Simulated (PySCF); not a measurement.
C₂H₃F₃.
InChI=1S/C2H3F3/c3-1-2(4)5/h2H,1H2

Torsions of this conformer, `[F:1][CH2:2][CH:3]([F:4])[F:5]`: F1–C2–C3–F4 174°.

The closed-shell ground state was solved at several levels (PySCF, density fitting, gas phase, non-relativistic). Geometry: PBE0-D3(BJ)/def2-TZVP, one conformer, isolated molecule.

| level | basis functions | HOMO (eV) | LUMO (eV) | gap (eV) | dipole (D) |
| --- | --- | --- | --- | --- | --- |
| PBE0/aug-cc-pVTZ | 299 | -9.79 | 0.00 | 9.79 | 1.52 |
| wB97X-D/pcSseg-2 | 222 | -11.74 | 2.57 | 14.31 | 1.57 |
| CAM-B3LYP/aug-cc-pVTZ | 299 | -11.37 | 0.28 | 11.65 | 1.58 |
| KT3/pcSseg-2 | 222 | -8.23 | -0.09 | 8.14 | 1.45 |
| B97-2/pcSseg-2 | 222 | -9.51 | 0.87 | 10.38 | 1.54 |

Task: Estimate the row for PBE0/pcSseg-2, a basis of 222 functions; the other rows only guide the guess.

Result: HOMO -9.80 eV, LUMO 0.85 eV, gap 10.65 eV, dipole 1.55 D.

Task: Over all these levels, which gives the widest orbital gap and which the narrowest?

Result: wB97X-D/pcSseg-2 (range-separated hybrid) has the widest, 14.31 eV, and KT3/pcSseg-2 (GGA) the narrowest, 8.14 eV. The two share the basis. From the narrowest to the widest the HOMO moves by -3.51 eV and the LUMO by +2.66 eV.

Task: In the pcSseg-2 basis, how does the gap go with the fixed share of exact exchange?

Result: KT3 (0 %) 8.14 eV; B97-2 (21 %) 10.38 eV; PBE0 (25 %) 10.65 eV. Each rise in the share widens the gap here.

Task: How far do the dipole and the HOMO energy spread over the levels?

Result: The dipole runs from 1.45 to 1.58 D (mean 1.54 D) and the HOMO from -11.74 to -8.23 eV.
